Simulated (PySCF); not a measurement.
# C2H5NS: core ionisation energies

Compound: thioacetamide, C2H5NS.
Numbering: `[CH3:1][C:2]([NH2:3])=[S:4]`

The calculation used delta-SCF UKS SCAN, pcX-2 on the ionised atom, pcseg-1 elsewhere, spin-free X2C (PySCF). Binding energies are ΔSCF values: E(core-ionised, relaxed orbitals) − E(ground state) at a fixed geometry, referred to the vacuum level.

List the computed XPS lines with their assignment.

```csv
atom(s),bonded to,level,binding energy (eV),above the level's lowest (eV),count
C1,C and 3 H,C 1s,291.34,0.00,1
C2,"N, S (double bond) and C",C 1s,292.90,+1.56,1
N3,C and 2 H,N 1s,406.34,0.00,1
S4,C (double bond),S 1s,2475.49,0.00,1
```

Lowest listed C 1s: C1, bonded to C and 3 H. Highest, 1.56 eV above it: C2, bonded to N, S (double bond) and C. Summing the Pauling electronegativity differences to the bonded atoms, each weighted by its formal bond order, gives -1.05 for the lowest site and +0.55 for the highest.

Which effective nuclear charge Zeff reproduces each element's mean 1s value in the hydrogen-like formula E = 13.606 eV × Zeff²?

C (Z = 6): mean 292.1 eV, Zeff = 4.63, Z − Zeff = 1.37; N (Z = 7): mean 406.3 eV, Zeff = 5.46, Z − Zeff = 1.54; S (Z = 16): mean 2475.5 eV, Zeff = 13.49, Z − Zeff = 2.51. Means run over the listed sites, weighted by atom count.

Not every level is listed. Spin contamination (⟨S²⟩ against 0.75 for a pure doublet) is marked for C 1s of C2 (0.94), which makes this value less certain. Isolated species at its PBE0-D3(BJ)/def2-SVP geometry, gas phase.

Shape of the structure used: `[CH3:1][C:2]([NH2:3])=[S:4]`: H–N3–C2–C1 180°, H–N3–C2–C1 0°.
